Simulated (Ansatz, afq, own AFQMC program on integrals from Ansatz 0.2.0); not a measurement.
# SiH4, triplet in 6-31G, levels against full CI

```xyz
5

Si    0.0004   -0.0401   -0.0398
H    -0.0247    2.3220    2.3059
H    -0.0161   -1.1177    1.0452
H     0.0169    1.0376   -1.1248
H     0.0120   -1.1252   -1.1174
```

Basis 6-31G. Only valence electrons are correlated. AFQMC by an in-house program on the Cholesky factors that Ansatz 0.2.0 writes for its CCSD(T) run. ph-AFQMC/CISD is guided by a CISD state made of CCSD amplitudes; releasing the constraint for a short imaginary time cuts its bias at the price of noise, slowly where states lie close. ± is one standard error of the sampling.

Determinant: UHF, the one that the program's search chose, which needn't be the lowest solution. The geometry is a point of a scan.

Full CI on the same integrals is exact in this basis and with this determinant's frozen core.

Cautions: lower spins were not checked; unrestricted determinant slightly spin contaminated (⟨S²⟩ 2.07 against 2.00).

```
T1 diagnostic                               : 0.0232
weight of the determinant in the CISD state : 0.917
⟨S²⟩ of the determinant                     : 2.073
size of the correlated space                : 8 electrons in 16 orbitals
```

Reference: full CI, correlation energy -2.177 eV. The released energy is read at 2.40 1/Eh (meV from the phaseless value at times in 1/Eh: -0.4 ± 0.7 at 0.24, -0.4 ± 0.7 at 0.51, -0.9 ± 0.6 at 0.99, -1.9 ± 0.5 at 1.62, -1.5 ± 0.4 at 2.40).

| level | E − E(reference) (meV) | share of correlation (%) |
| --- | --- | --- |
| HF | 2177.0 | 0.00 |
| MP2 | 759.7 | 65.10 |
| CCSD | 36.0 | 98.34 |
| CCSD(T) | 12.2 | 99.44 |
| CCSDT | 1.2 | 99.95 |
| CCSDT(Q) | 0.1 | 99.99 |
| CCSDTQ | 0.0 | 100.00 |
| ph-AFQMC/CISD | 2.0 ± 0.7 | 99.91 |
| released AFQMC | 0.5 ± 0.4 | 99.98 |

CCSDT and higher add their correlation energy to the determinant of the CCSD(T) run, since their own runs factorise the integrals more tightly (a shift of under 2 meV). A walk keeps the symmetry of its determinant, which the program's search chose and which needn't be the lowest solution, so a lower state of the same spin and another symmetry isn't excluded. Released energies are given only where the last usable release times agree within the noise; a slower fall can still hide under it.
